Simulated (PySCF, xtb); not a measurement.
formamide (CH₃NO), SMILES C(=O)N.

GFN2-xTB run with xtb at its own geometry gives an orbital gap of 5.15 eV and a dipole moment of 4.32 D.

Coordinates come from a B3LYP-D3(BJ)/def2-TZVP optimisation. The values are those of a single conformer.

What does PySCF with M06-2X/def2-TZVPD give? (The exact figures need the calculation; the answer reports its results.)

gap 9.65 eV (levels -9.38 and 0.27 eV), dipole 3.99 D.
